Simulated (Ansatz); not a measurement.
**Several solutions for singlet Si2H4 in separate pieces**

```yaml
atoms:
  - { symbol: Si, position_ang: [0.0000, 0.0000, 0.0000] }
  - { symbol: H, position_ang: [1.2400, 0.0000, -0.8000] }
  - { symbol: H, position_ang: [-1.2400, 0.0000, -0.8000] }
  - { symbol: Si, position_ang: [0.0000, 0.0000, 6.4800] }
  - { symbol: H, position_ang: [1.2400, 0.0000, 7.2800] }
  - { symbol: H, position_ang: [-1.2400, 0.0000, 7.2800] }
```

Basis set: def2-SVP (spherical functions). Charge 0, multiplicity 1.

PBE0 (unrestricted) was run from several starts with Ansatz (development build ahead of 0.2.0).

```json
{"run": "A", "program": "Ansatz", "start": "atomic start, no search", "converged": "yes", "energy (hartree)": "-580.74149", "<S²>": "0.00"}
{"run": "B", "program": "Ansatz", "start": "search for the lowest state", "converged": "yes", "energy (hartree)": "-580.74829", "<S²>": "0.90"}
{"run": "C", "program": "Ansatz", "start": "stability test followed", "converged": "yes", "energy (hartree)": "-580.74829", "<S²>": "0.90"}
```

Which runs reached the lowest solution of this kind, and what is wrong with the others?

B, C reached the lowest solution found. Converged but too high: A by 0.18 eV. Convergence only shows a stationary point, and even a stable one can lie too high; stability tests and further starts are what find lower ones. Caution: the unrestricted determinant is a mixture of spin states.
